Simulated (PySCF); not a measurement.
fluoromethane (CH3F), SMILES CF. The structure is a stationary point at B3LYP-D3(BJ)/def2-TZVP.

Computed equilibrium geometry at B3LYP-D3(BJ)/def2-TZVP (PySCF confirms it by a frequency run) as bond lengths and angles, and its point group:
point group C3v.
Atoms: C1 F2 H3 H4 H5. Bonded distances (Å): C1–F2 1.389, C1–H3 1.091, C1–H4 1.091, C1–H5 1.091. Angles (°): F2–C1–H3 108.8, F2–C1–H4 108.8, F2–C1–H5 108.8, H3–C1–H4 110.1, H3–C1–H5 110.1, H4–C1–H5 110.1.
Charge 0, spin multiplicity 1.
